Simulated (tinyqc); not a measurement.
Inside a calculation. Method: CCSD on RHF in the sto-3g basis, frozen core, for H2O, spin multiplicity 1. One step of it, computed by the program tinyqc.

Problem. CCSD: starting amplitudes. t_ij^ab = <ij||ab> / (e_i + e_j - e_a - e_b), whose energy is MP2.

orbital energies (hartree): MO1 -20.283375, MO2 -1.198647, MO3 -0.503684, MO4 -0.450874, MO5 -0.394500, MO6 0.446295, MO7 0.503680

Two-electron integrals over orbitals (pq|rs), unique and non-zero (hartree); the lowest 1 orbital is frozen and left out:
```
(22|22) 0.727187    (32|32) 0.125681    (33|22) 0.613810    (33|33) 0.588290
(42|22) -0.032966   (42|33) 0.000967    (42|42) 0.128949    (43|32) 0.025815
(43|43) 0.060062    (44|22) 0.644391    (44|33) 0.557288    (44|42) -0.082131
(44|44) 0.658840    (52|52) 0.152439    (53|53) 0.026647    (54|52) -0.044456
(54|54) 0.045425    (55|22) 0.758005    (55|33) 0.601239    (55|42) -0.085679
(55|44) 0.665200    (55|55) 0.880159    (62|22) 0.126220    (62|33) 0.067858
(62|42) 0.037018    (62|44) 0.048692    (62|55) 0.131721    (62|62) 0.094779
(63|32) -0.027360   (63|43) -0.036885   (63|63) 0.067618    (64|22) 0.140403
(64|33) 0.055402    (64|42) -0.063709   (64|44) 0.130313    (64|55) 0.165176
(64|62) 0.053445    (64|64) 0.115324    (65|52) 0.046455    (65|54) 0.008358
(65|65) 0.033611    (66|22) 0.599751    (66|33) 0.548668    (66|42) 0.038766
(66|44) 0.549570    (66|55) 0.586343    (66|62) 0.094574    (66|64) 0.061757
(66|66) 0.586517    (72|32) 0.057104    (72|43) -0.031863   (72|63) 0.028875
(72|72) 0.067986    (73|22) 0.169466    (73|33) 0.091152    (73|42) -0.083402
(73|44) 0.125343    (73|55) 0.205829    (73|62) 0.062280    (73|64) 0.114589
(73|66) 0.050359    (73|73) 0.166951    (74|32) -0.072470   (74|43) -0.021237
(74|63) 0.055631    (74|72) -0.014855   (74|74) 0.075572    (75|53) 0.023776
(75|75) 0.023935    (76|32) 0.076564    (76|43) 0.065521    (76|63) -0.058056
(76|72) -0.006246   (76|74) -0.063156   (76|76) 0.106623    (77|22) 0.594885
(77|33) 0.572963    (77|42) -0.013518   (77|44) 0.558409    (77|55) 0.591474
(77|62) 0.055048    (77|64) 0.048381    (77|66) 0.546954    (77|73) 0.083251
(77|77) 0.579226
```

Give: Starting amplitudes; correlation energy.

Solution.

Starting amplitudes (spin orbitals 1a, 1b, ...; amplitudes related by a flip of all spins are not repeated):
```
from      to        t
3a 3b  7a 7b  -0.0829
4a 4b  6a 6b  -0.0643
3a 4b  6b 7a   0.0602
4a 4b  7a 7b  -0.0396
3a 3b  6a 6b  -0.0356
3a 4a  6a 7a   0.0310
3a 4b  6a 7b  -0.0292
2a 2b  6a 6b  -0.0288
2a 3b  6a 7b  -0.0235
2a 4b  6a 6b  -0.0210
5a 5b  6a 6b  -0.0200
2a 2b  7a 7b  -0.0200
5a 5b  7a 7b  -0.0133
2a 3a  6a 7a  -0.0126
2a 3b  6b 7a   0.0109
2a 4b  7a 7b   0.0056
```

correlation energy = -0.059221 hartree
